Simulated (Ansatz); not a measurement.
Coupled-cluster diagnostics for [AlFH3]- (AlH₃F⁻), Ansatz.

Geometry of the singlet (PBE0-D4/def2-TZVPD):

```xyz
5

Al   -0.0017    0.0221   -0.0209
F     0.0926   -1.2249    1.1613
H    -0.0340    1.4721    0.7500
H    -1.3749   -0.1905   -0.8967
H     1.3180   -0.0788   -0.9936
```

Correlated methods freeze 6 core orbitals.

Task: Estimate the CCSD(T) correlation energy, the shares of MP2 and (T), T1 and the reference's ⟨S²⟩ for: charge -1, singlet, own geometry in def2-TZVPPD; charge 0, doublet, vertical in def2-TZVPPD; and the rough time on 4 threads of Arm Neoverse V2 on a shared host.

Result: 
```csv
state,basis,correlation (eV),MP2 share (%),(T) share (%),T1,⟨S²⟩ (pure),wall time
"charge -1, singlet, own geometry",def2-TZVPPD,-11.050,92.3,2.5,0.012,0.00 (0.00),3.5 s
"charge 0, doublet, vertical",def2-TZVPPD,-10.389,91.8,2.9,0.032,0.77 (0.75),13 s
```
Customary marks for T1 are 0.02 (closed shells), 0.045 (open shells) and about 0.05 (3d metals). T1 exceeds 0.02 in 1 of 2 rows and 0.045 in 0; the higher it lies, the less the single-reference result can be trusted.
